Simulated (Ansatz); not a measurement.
**singlet C2H6B− at 6 levels**

Wanted: a comparison of 6 runs (B2PLYP/def2-SVPD, B3LYP/def2-SVPD, BHLYP/def2-SVPD, PBE/def2-SVPD, r2SCAN/def2-SVPD, CCSD/def2-SVPD) of singlet C2H6B−. 

The calculation is run with Ansatz 0.2.0.

36 further runs of the same task are left out: 36 set aside as unsound or not needed.

## Step 1: The system as given

C2H6B− has 9 atoms, charge -1, and is taken as a singlet. SMILES of the parent species: `[BH]CC`. The shape is that of a PBE0-D4/def2-TZVP optimisation. This is one conformer, not always the lowest. That shape belongs to the parent species and isn't relaxed for this state.

Bond lengths: B1–C2 1.537 Å, C2–C3 1.524 Å, B1–H4 1.197 Å, C2–H5 1.103 Å, C2–H6 1.103 Å, C3–H7 1.093 Å, C3–H8 1.092 Å, C3–H9 1.092 Å. Some angles: B1–C2–C3 119.1°, B1–C2–H5 105.7°, B1–C2–H6 105.7°, C3–C2–H5 110.9°, C3–C2–H6 110.9°, C2–B1–H4 127.6°, C2–C3–H7 111.8°, C2–C3–H8 110.9°, C2–C3–H9 110.9°, H5–C2–H6 103.0°.

## Step 2: The energy at B2PLYP/def2-SVPD (run 1)

Contents of run.yaml:

```yaml
crystal:
  periodic: [false, false, false]
  atoms:
    - {symbol: B, position_ang: [-1.415300, 0.517300, -0.623600]}
    - {symbol: C, position_ang: [0.077500, 0.346900, -0.300600]}
    - {symbol: C, position_ang: [0.504700, -0.731500, 0.688600]}
    - {symbol: H, position_ang: [-1.915600, 1.307200, -1.370300]}
    - {symbol: H, position_ang: [0.580700, 0.211000, -1.273200]}
    - {symbol: H, position_ang: [0.428600, 1.341200, 0.024500]}
    - {symbol: H, position_ang: [1.588300, -0.746200, 0.828800]}
    - {symbol: H, position_ang: [0.197300, -1.721000, 0.344100]}
    - {symbol: H, position_ang: [0.042200, -0.571000, 1.664600]}
basis:
  gaussian: {orbitals: def2-SVPD}
total_charge: -1
hamiltonian: {xc: {name: B2PLYP}}
correlation: {frozen_orbitals: {B: 1, C: 1, H: 0}}
accuracy: high
output: {orbitals: {seedname: orbitals}}
```

Started as:

```bash
$ ansatz run run.yaml --threads 1 --pin off --max-ram 3480MiB --events-out events.jsonl --progress --plain --runs-dir runs
```

Log:

```text
Warning: RAYON_NUM_THREADS=1 ignored (pool sized by the plan → 1); use --threads N
Functional definition: B2PLYP
  name "B2PLYP"
  parameter a = 0.53
  parameter c = 0.27
  exchange = (1 - a)*b88_x + a*exact_x
  correlation = (1 - c)*lyp_c + c*(mp2_os + mp2_ss)
2222 factors; integrals over basis functions are off by at most 3.1e-9 eV
mean field evaluation 1: about -2834.5977 eV, gradient 1.9e1 eV
mean field evaluation 2: about -2834.5992 eV, gradient 1.9e1 eV
mean field evaluation 4: about -2835.9962 eV, gradient 2.9e0 eV
mean field evaluation 8: about -2836.0323 eV, gradient 6.9e-2 eV
mean field evaluation 16: about -2836.0324 eV, gradient 3.8e-5 eV
mean field -2836.03243538 eV, -104.2222696682 hartree, gradient 7.4e-8 eV, S^2 0.000000; 0 other end points of the search recorded, 0 dependent functions left out; unrestricted orbitals would lower it
3 core orbitals not correlated: weight in the atoms' cores, before any rotation towards them, 1.000 or more for the frozen orbitals, at most 0.000 for the correlated occupied ones
reference -2836.03245850 eV, -104.2222705180 hartree; 9, 9 occupied and 96, 96 virtual orbitals, 2222 factors
second order -13.68518046 eV of doubles, -0.00000000 eV of singles
Total energy: -2839.72745722 eV, -104.3580592165 hartree
```

It took 12 s on 1 thread of Intel Xeon Platinum 8259CL at 2.50GHz (Skylake/Cascade Lake), shared host; peak memory 0.34 GiB.

## Step 3: A single-point energy at B3LYP/def2-SVPD (run 2)

Contents of in.yaml:

```yaml
crystal:
  periodic: [false, false, false]
  atoms:
    - {symbol: B, position_ang: [-1.415300, 0.517300, -0.623600]}
    - {symbol: C, position_ang: [0.077500, 0.346900, -0.300600]}
    - {symbol: C, position_ang: [0.504700, -0.731500, 0.688600]}
    - {symbol: H, position_ang: [-1.915600, 1.307200, -1.370300]}
    - {symbol: H, position_ang: [0.580700, 0.211000, -1.273200]}
    - {symbol: H, position_ang: [0.428600, 1.341200, 0.024500]}
    - {symbol: H, position_ang: [1.588300, -0.746200, 0.828800]}
    - {symbol: H, position_ang: [0.197300, -1.721000, 0.344100]}
    - {symbol: H, position_ang: [0.042200, -0.571000, 1.664600]}
basis:
  gaussian: {orbitals: def2-SVPD}
output: {orbitals: {seedname: orbitals}}
hamiltonian: {xc: {name: B3LYP}}
accuracy: high
total_charge: -1
```

Started as:

```bash
$ ansatz run in.yaml --threads 1 --pin off --max-ram 3480MiB --events-out events.jsonl --progress --plain --runs-dir runs
```

Log:

```text
Warning: RAYON_NUM_THREADS=1 ignored (pool sized by the plan → 1); use --threads N
Functional definition: B3LYP
  name "B3LYP"
  parameter a0 = 0.2
  parameter ax = 0.72
  parameter ac = 0.81
  exchange = (1 - a0 - ax)*slater_x + ax*b88_x + a0*exact_x
  correlation = (1 - ac)*vwn_rpa_c + ac*lyp_c
2222 factors; integrals over basis functions are off by at most 3.1e-9 eV
mean field evaluation 1: about -2840.8148 eV, gradient 2.8e1 eV
mean field evaluation 2: about -2832.8881 eV, gradient 4.8e1 eV
mean field evaluation 4: about -2843.6496 eV, gradient 2.9e0 eV
mean field evaluation 8: about -2843.6768 eV, gradient 5.4e-2 eV
mean field evaluation 16: about -2843.6768 eV, gradient 4.8e-6 eV
mean field -2843.67676925 eV, -104.5031937568 hartree, gradient 2.3e-8 eV, S^2 0.000000; 0 other end points of the search recorded, 0 dependent functions left out
reference -2843.67680506 eV, -104.5031950726 hartree; 12, 12 occupied and 96, 96 virtual orbitals, 2222 factors
Total energy: -2843.67680506 eV, -104.5031950726 hartree
```

Run time: 9 s. Hardware: 1 thread of Intel Xeon Platinum 8259CL at 2.50GHz (Skylake/Cascade Lake), shared host; peak memory 0.34 GiB.

## Step 4: The energy at BHLYP/def2-SVPD (run 3)

Contents of input.yaml:

```yaml
crystal:
  periodic: [false, false, false]
  atoms:
    - symbol: B
      position_ang: [-1.415300, 0.517300, -0.623600]
    - symbol: C
      position_ang: [0.077500, 0.346900, -0.300600]
    - symbol: C
      position_ang: [0.504700, -0.731500, 0.688600]
    - symbol: H
      position_ang: [-1.915600, 1.307200, -1.370300]
    - symbol: H
      position_ang: [0.580700, 0.211000, -1.273200]
    - symbol: H
      position_ang: [0.428600, 1.341200, 0.024500]
    - symbol: H
      position_ang: [1.588300, -0.746200, 0.828800]
    - symbol: H
      position_ang: [0.197300, -1.721000, 0.344100]
    - symbol: H
      position_ang: [0.042200, -0.571000, 1.664600]
basis:
  gaussian:
    orbitals: def2-SVPD
total_charge: -1
hamiltonian:
  xc: {name: BHLYP}
accuracy: high
output: {orbitals: {seedname: orbitals}}
```

Started as:

```bash
$ ansatz run input.yaml --threads 1 --pin off --max-ram 3480MiB --events-out events.jsonl --progress --plain --runs-dir runs
```

Log:

```text
Warning: RAYON_NUM_THREADS=1 ignored (pool sized by the plan → 1); use --threads N
Functional definition: BHLYP
  name "BHLYP"
  parameter a = 0.5
[... 1 set-up line as earlier in the session ...]
  correlation = lyp_c
2222 factors; integrals over basis functions are off by at most 3.1e-9 eV
mean field evaluation 1: about -2839.8263 eV, gradient 2.0e1 eV
mean field evaluation 2: about -2840.2428 eV, gradient 1.7e1 eV
mean field evaluation 4: about -2841.3484 eV, gradient 7.5e-1 eV
mean field evaluation 8: about -2841.3530 eV, gradient 2.1e-2 eV
mean field evaluation 16: about -2841.3530 eV, gradient 1.3e-5 eV
mean field -2841.35303639 eV, -104.4177981489 hartree, gradient 3.3e-8 eV, S^2 0.000000; 0 other end points of the search recorded, 0 dependent functions left out
reference -2841.35306113 eV, -104.4177990584 hartree; 12, 12 occupied and 96, 96 virtual orbitals, 2222 factors
Total energy: -2841.35306113 eV, -104.4177990584 hartree
```

Wall time 9.3 s (1 thread of Intel Xeon Platinum 8259CL at 2.50GHz (Skylake/Cascade Lake), shared host); peak memory 0.34 GiB.

Runs 4 to 5 aren't shown in full; the table further down has their settings and results.

## Step 5: A single-point energy at CCSD/def2-SVPD (run 6)

Contents of job.yaml:

```yaml
crystal:
  periodic: [false, false, false]
  atoms:
    - {symbol: B, position_ang: [-1.415300, 0.517300, -0.623600]}
    - {symbol: C, position_ang: [0.077500, 0.346900, -0.300600]}
    - {symbol: C, position_ang: [0.504700, -0.731500, 0.688600]}
    - {symbol: H, position_ang: [-1.915600, 1.307200, -1.370300]}
    - {symbol: H, position_ang: [0.580700, 0.211000, -1.273200]}
    - {symbol: H, position_ang: [0.428600, 1.341200, 0.024500]}
    - {symbol: H, position_ang: [1.588300, -0.746200, 0.828800]}
    - {symbol: H, position_ang: [0.197300, -1.721000, 0.344100]}
    - {symbol: H, position_ang: [0.042200, -0.571000, 1.664600]}
basis:
  gaussian:
    orbitals: def2-SVPD
total_charge: -1
scf:
  omitted_lower_state_checks: [cluster_reference, increment]
accuracy: high
correlation:
  method: ccsd
  frozen_orbitals: {B: 1, C: 1, H: 0}
```

Started as:

```bash
$ ansatz run job.yaml --threads 1 --pin off --max-ram 3480MiB --events-out events.jsonl --progress --plain --runs-dir runs
```

Log:

```text
Warning: RAYON_NUM_THREADS=1 ignored (pool sized by the plan → 1); use --threads N
[... 12 lines left out ...]
3 core orbitals not correlated: weight in the atoms' cores, before any rotation towards them, 1.000 or more for the frozen orbitals, at most 0.000 for the correlated occupied ones
[... 34 lines left out ...]
Total energy: -2834.25444184 eV, -104.1569296111 hartree
Checks for a lower state left out: cluster_reference, increment
```

Run time: 24 s. Hardware: 1 thread of Intel Xeon Platinum 8259CL at 2.50GHz (Skylake/Cascade Lake), shared host; peak memory 1 GiB.

## Step 6: All runs side by side

| run | level | frozen core orbitals | energy (Eh) | HOMO energy (eV) | LUMO energy (eV) | HOMO–LUMO gap (eV) | wall time |
| --- | --- | --- | --- | --- | --- | --- | --- |
| 1 | B2PLYP/def2-SVPD | 3 | -104.358059 | 1.30 | 5.44 | 4.14 | 12 s |
| 2 | B3LYP/def2-SVPD | – | -104.503195 | 1.95 | 4.24 | 2.29 | 9 s |
| 3 | BHLYP/def2-SVPD | – | -104.417799 | 1.24 | 5.26 | 4.02 | 9.3 s |
| 4 | PBE/def2-SVPD | – | -104.328626 | 2.50 | 3.34 | 0.83 | 8.4 s |
| 5 | r2SCAN/def2-SVPD | – | -104.411743 | 2.54 | 3.77 | 1.22 | 12 s |
| 6 | CCSD/def2-SVPD | 3 | -104.156930 | – | – | – | 24 s |

## Step 7: Summary of results

```
                                          quantity          value
                               run 6: total energy  -104.15693 Eh
run 6: correlation energy (3 core orbitals frozen)     -453.9 mEh
                              run 6: T1 diagnostic          0.016
```

Over runs 1, 2, 3, 4, 5 the HOMO–LUMO gap runs from 0.83 eV (PBE/def2-SVPD) to 4.14 eV (B2PLYP/def2-SVPD). The empty levels of an anion lie above zero and hang on the basis. A double hybrid's value is that of its SCF part. Totals of different functionals can't be ranked against each other. In runs 1, 2, 3, 4, 5 the HOMO lies above zero, so the outermost electron may be held by the basis alone. In runs 1, 6 the log says that unrestricted orbitals would lower the reference, so the values rest on an unstable closed-shell determinant (other closed-shell runs at this shape may share the fault). All runs together took 75 s, the longest 24 s.
